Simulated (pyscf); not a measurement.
Single points on ωB97X-D3(BJ)/def2-SVP structures (PySCF, gas phase).

Task: `[BrH]` + `[OH][SiH2][Br]` → `[Br][SiH2][Br]` + `[OH2]`
Surface: singlet. Broken: Br–H, O–Si. Formed: Br–Si, H–O. Give ΔE‡ and ΔE from HF/def2-TZVP, relative to the separated reactants.

Result: ΔE‡ = 1.16 eV, ΔE = +0.22 eV. ωB97M-D3(BJ)/def2-TZVP gives 0.58 eV and +0.14 eV. Zero-point energy shifts the barrier by +0.07 eV. It is a four-centre exchange, with an imaginary mode of 235i cm⁻¹. On the product side the descent ends in an adduct with a O–Si contact, 0.36 eV over the separated species and 0.15 eV under the saddle at ωB97X-D3(BJ)/def2-TZVP. What is counted as broken (O–Si) persists as a longer contact in the product adduct; parting that adduct is a step of its own. This is the saddle that the search found; another between the same sides may lie lower. Elements up to Kr have no core potential and no relativistic terms here.
